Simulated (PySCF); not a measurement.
# C2H6Mg: the cost of one run

Program: PySCF 2.14.0. Level of theory: levels as typed in each script, gas phase, geometry from GFN2-xTB. These are calculated values, not measurements.

## (1) Where the work starts

SMILES `C[Mg]C`, 9 atoms, charge 0, spin multiplicity 1.

Bond lengths: C1–Mg2 2.141 Å, C1–H4 1.092 Å, C1–H5 1.092 Å, C1–H6 1.092 Å, Mg2–C3 2.141 Å, C3–H7 1.092 Å, C3–H8 1.092 Å, C3–H9 1.092 Å. Angles: Mg2–C1–H4 111.7°, Mg2–C1–H5 111.5°, Mg2–C1–H6 111.6°, H4–C1–H5 107.2°, H4–C1–H6 107.2°, H5–C1–H6 107.2°, C1–Mg2–C3 179.8°, Mg2–C3–H7 111.5°, Mg2–C3–H8 111.7°, Mg2–C3–H9 111.6°, H7–C3–H8 107.6°, H7–C3–H9 107.2°, H8–C3–H9 106.9°.

Geometry (Å):

```
C     2.1413   -0.0014    0.0002
Mg    0.0000    0.0021   -0.0003
C    -2.1412   -0.0008    0.0008
H     2.5436   -0.7228    0.7146
H     2.5438    0.9778    0.2676
H     2.5434   -0.2596   -0.9817
H    -2.5434    0.9805    0.2614
H    -2.5436   -0.7220    0.7153
H    -2.5438   -0.2657   -0.9791
```

## (2) Density, bond paths and surface potential (PBE/def2-tzvp)

File input.py:

```python
import numpy as np
from pyscf import gto, scf, dft
from pyscf.scf import atom_ks, atom_hf
from scipy.linalg import block_diag

def solve(mol, dm0=None, hcore=None):
    mf = (dft.UKS if mol.spin else dft.RKS)(mol, xc='pbe')
    mf.grids.level = 3
    mf = mf.density_fit(auxbasis='def2-universal-jkfit')
    mf.conv_tol, mf.max_cycle = 1e-8, 80
    if hcore is not None:
        mf.get_hcore = lambda *args: hcore
    mf.kernel(dm0)
    if not mf.converged:
        mf = mf.newton().run(mf.mo_coeff, mf.mo_occ, max_cycle=30)
    assert mf.converged, 'SCF not converged'
    return mf

mol = gto.M(atom='''
C      2.14129    -0.00138     0.00021
Mg    -0.00004     0.00207    -0.00035
C     -2.14124    -0.00081     0.00083
H      2.54362    -0.72278     0.71458
H      2.54382     0.97785     0.26760
H      2.54345    -0.25957    -0.98170
H     -2.54339     0.98052     0.26136
H     -2.54360    -0.72199     0.71529
H     -2.54376    -0.26572    -0.97914
''', basis='def2-tzvp', charge=0, spin=0, verbose=4)
mf = solve(mol)
mf.analyze()
# spherically averaged free atoms, for the promolecule
atm = atom_ks.get_atm_nrks(mol, xc='pbe')
pro = block_diag(*[(atm[a[0]][2] * atm[a[0]][3]) @ atm[a[0]][2].T for a in mol._atom])
np.savez('result.npz', e=mf.e_tot, c=mf.mo_coeff, occ=mf.mo_occ, eps=mf.mo_energy, pro=pro, dip=mf.dip_moment(verbose=0), s2=mf.spin_square()[0])
```

Started as:

```console
$ OMP_NUM_THREADS=1 python input.py
```

Q: Estimate wall time and peak memory on 1 thread of Intel Xeon 6975P-C (Granite Rapids), shared host.

About 8 s, with a peak of 0.46 GiB.
